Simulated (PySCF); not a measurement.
# LiN: script and output

Input:

```python
from pyscf import gto, dft, solvent

mol = gto.M(
    atom='Li 0 0 0; N 0 0 1.94',
    basis='def2-tzvp',
    charge=0,
    spin=2,
    symmetry=True,
    verbose=3,
)
mf = dft.UKS(mol, xc='lc_wpbe')
mf = solvent.PCM(mf)
mf.with_solvent.eps = 2.27
mf.kernel()
mf.analyze()
print('orbital energies (hartree):', [e[max(0, n-3):n+3].round(4) for e, n in zip(mf.mo_energy, mol.nelec)])
```

```bash
$ OMP_NUM_THREADS=1 python input.py
```

The log (some set-up lines and the per-cycle HOMO/LUMO lines with their warnings removed):

```
WARN: PCM is an experimental feature. It is still in testing.
Features and APIs may be changed in the future.

converged SCF energy = -62.117695512445  <S^2> = 2.0042891  2S+1 = 3.002858
**** MO energy ****
alpha MO #1 (A1 #1), energy= -14.1544918605521 occ= 1
alpha MO #2 (A1 #2), energy= -2.08932106423062 occ= 1
alpha MO #3 (A1 #3), energy= -0.801023462626688 occ= 1
alpha MO #4 (E1x #1), energy= -0.358984018966019 occ= 1
alpha MO #5 (E1y #1), energy= -0.358984018966019 occ= 1
alpha MO #6 (A1 #4), energy= -0.318667327704354 occ= 1
alpha MO #7 (A1 #5), energy= 0.0170652753229348 occ= 0
alpha MO #8 (E1x #2), energy= 0.102350346606955 occ= 0
alpha MO #9 (E1y #2), energy= 0.102350346606955 occ= 0
[36 lines left out]
beta  MO #1 (A1 #1), energy= -14.1210386997752 occ= 1
beta  MO #2 (A1 #2), energy= -2.08962682651005 occ= 1
beta  MO #3 (A1 #3), energy= -0.669628621493743 occ= 1
beta  MO #4 (A1 #4), energy= -0.282443349779307 occ= 1
beta  MO #5 (A1 #5), energy= 0.0189843061241675 occ= 0
beta  MO #6 (E1x #1), energy= 0.0578828282127132 occ= 0
beta  MO #7 (E1y #1), energy= 0.0578828282127132 occ= 0
[38 lines left out]
 ** Mulliken pop alpha/beta on meta-lowdin orthogonal AOs **
 ** Mulliken atomic charges   ( Nelec_alpha | Nelec_beta ) **
charge of  0Li =      0.80700  (     1.09624      1.09676 )
charge of  1N =     -0.80700  (     4.90376      2.90324 )
Dipole moment(X, Y, Z, Debye):  0.00000,  0.00000, -7.97049
orbital energies (hartree): [array([-0.359 , -0.359 , -0.3187,  0.0171,  0.1024,  0.1024]), array([-2.0896, -0.6696, -0.2824,  0.019 ,  0.0579,  0.0579])]
```

In short: E(SCF) = -62.117696 Eh, ⟨S²⟩ = 2.004, μz(SCF) = -7.97 D.

It ran on Arm Neoverse V2 (1 thread, shared host) in 3 s.

The bond length is a typed value, not an optimised one. No search for the lowest solution was made.
